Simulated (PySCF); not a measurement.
An EPR job on `c12cc3c(cc1cccc2)cccc3` (anthracene radical cation) [SMILES of the parent framework; charge +1 and doublet state].

Computed with UKS B3LYP, IGLO-III on C, pcH-1 on H, non-relativistic, mean-field spin-orbit, GIAO (PySCF 2.14.0). Geometry: PBE0-D3(BJ)/def2-SVP. A driver script takes a list of jobs; this job's settings line and coordinates (Å) are shown.

Input:
```
{"job": {"kind": "epr"}, "charge": 1, "multiplicity": 2}
C      3.703427     0.270951    -0.317767
C      3.586852    -0.928554     0.401014
C      2.335531    -1.421987     0.748110
C      1.164365    -0.723460     0.382277
C     -0.117778    -1.198152     0.719598
C     -1.285924    -0.501349     0.354844
C     -2.571319    -0.977495     0.693080
C     -3.705763    -0.268051     0.319365
C     -3.588390     0.931398    -0.399387
C     -2.337508     1.425586    -0.747021
C     -1.166334     0.727015    -0.381269
C      0.115807     1.201672    -0.718600
C      1.283924     0.504872    -0.353831
C      2.569413     0.980883    -0.691918
H      4.692671     0.648877    -0.584420
H      4.485959    -1.477083     0.689554
H      2.249255    -2.356213     1.308093
H     -0.208832    -2.132994     1.279833
H     -2.666677    -1.911187     1.252493
H     -4.695009    -0.645961     0.586085
H     -4.487539     1.479897    -0.687797
H     -2.251606     2.359855    -1.307014
H      0.206886     2.136490    -1.278859
H      2.665128     1.914529    -1.251362
```

Problem. Give the output.

Solution. 
```
UKS, coarse grid
  cycle   1  E = -539.43032746  |g| = 2.60e-01
  cycle   2  E = -539.41949479  |g| = 2.83e-01
  cycle   3  E = -539.45520973  |g| = 1.28e-01
  cycle   4  E = -539.46351372  |g| = 4.32e-02
  cycle   5  E = -539.46459671  |g| = 1.16e-02
  cycle   6  E = -539.46466887  |g| = 3.86e-03
  cycle   7  E = -539.46468198  |g| = 1.38e-03
  cycle   8  E = -539.46468492  |g| = 5.58e-04
UKS, final grid
  cycle   1  E = -539.46464704  |g| = 8.49e-04
  cycle   2  E = -539.46464640  |g| = 1.44e-03
  cycle   3  E = -539.46464741  |g| = 9.55e-05
  cycle   4  E = -539.46464742  |g| = 5.39e-05
  cycle   5  E = -539.46464742  |g| = 1.63e-05
E = -539.46464742 Eh   <S^2> = 0.7645 (exact 0.7500)
g shifts (ppm)      1          2          3
  rmc          -143       -143       -143
  gc             10         36         38
  oz_so         -39        247        731
  total        -172        140        625
hyperfine (MHz)  atom isotope    a_iso     a_fc   dipolar eigenvalues
    0   13C      -1.78      -1.78     -3.81     -3.32      7.12
    1   13C      -1.77      -1.77     -3.81     -3.32      7.13
    2   13C       9.13       9.13    -11.66    -11.04     22.70
    3   13C     -12.15     -12.15     -6.17      2.27      3.90
    4   13C      21.34      21.34    -22.83    -22.41     45.24
    5   13C     -12.15     -12.15     -6.17      2.27      3.90
    6   13C       9.13       9.13    -11.66    -11.03     22.69
    7   13C      -1.77      -1.77     -3.81     -3.32      7.13
    8   13C      -1.79      -1.79     -3.81     -3.31      7.12
    9   13C       9.15       9.15    -11.67    -11.05     22.72
   10   13C     -12.16     -12.16     -6.18      2.27      3.91
   11   13C      21.36      21.36    -22.85    -22.43     45.29
   12   13C     -12.16     -12.16     -6.18      2.27      3.91
   13   13C       9.15       9.15    -11.67    -11.05     22.72
   14    1H      -3.39      -3.39     -2.64     -1.29      3.93
   15    1H      -3.39      -3.39     -2.64     -1.29      3.93
   16    1H      -9.48      -9.48     -4.13     -1.72      5.84
   17    1H     -18.53     -18.53     -9.55     -1.86     11.40
   18    1H      -9.47      -9.47     -4.12     -1.72      5.84
   19    1H      -3.40      -3.40     -2.64     -1.29      3.93
   20    1H      -3.39      -3.39     -2.64     -1.29      3.93
   21    1H      -9.49      -9.49     -4.13     -1.72      5.85
   22    1H     -18.55     -18.55     -9.55     -1.86     11.41
   23    1H      -9.49      -9.49     -4.13     -1.72      5.85
```

rmc, gc and oz_so are the mass-correction, gauge-correction and orbital-Zeeman/spin–orbit parts of the g shift along its three principal axes; a_iso is the isotropic hyperfine coupling and a_fc its Fermi-contact part. The program numbers atoms from 0.

Problem. Get g_iso from the total shifts.

Solution. Their mean is 198 ppm; added to g_e = 2.002319 it gives 2.00252.

Problem. How far is ⟨S²⟩ from the pure-spin value?

Solution. S = 0.5 gives S(S+1) = 0.75; the run has 0.7645, 0.0145 more.

Summary of the converged run: ⟨S²⟩ 0.764; g_iso 2.0025.

Isolated species at its PBE0-D3(BJ)/def2-SVP geometry, gas phase.

On an x86-64 server with one thread, shared host, this took 5.7 min.
Labels such as C1 count atoms from 1, the log's own numbers from 0.
